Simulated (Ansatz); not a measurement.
For PbO (Pbcm, No. 57), PBEsol (plane waves, PAW; Ansatz, an electronic-structure program) gives:

```
Item                                    Value
-----------------------------  --------------
volume per atom                 19.39 Å³/atom
bulk modulus                         17.5 GPa
cohesive energy                  4.47 eV/atom
band gap at the measured cell         1.98 eV
enthalpy of formation          -1.098 eV/atom
```

Q: What does r²SCAN (Ansatz, plane waves, PAW) give for the same quantities?

A: 
- equilibrium volume per atom: 20.49 Å³/atom (grows by 5.7 %)
- bulk modulus: 14.2 GPa (decreases by 19 %)
- cohesive energy: 4.07 eV/atom (decreases by 0.40 eV/atom)
- band gap at the measured cell: 2.43 eV (grows by 0.45 eV)
- formation enthalpy: -1.236 eV/atom (moves by -0.138 eV/atom)

For comparison: equilibrium volume per atom 19.22 Å³/atom (measured, temperature not stated, not corrected to a static lattice, from a published cell, temperature and pressure not stated; as tabulated in doi:10.1107/S0108270185007454).

Changes are worked out from the printed values.

Unless a cell is named, each level is at its own relaxed cell (PBEsol 19.39, r²SCAN 20.49 Å³/atom).

Levels without +SOC leave out spin–orbit coupling, which shifts energies and cells of such heavy elements.

Spin–orbit coupling is included only where a level's name says +SOC; with heavier elements it mostly lowers gaps and can invert bands. Density-functional gaps are differences of (generalised) Kohn–Sham levels.

Ansatz's density-functional and Hartree–Fock values are scalar-relativistic unless marked +SOC, with PAW data made under PBE.
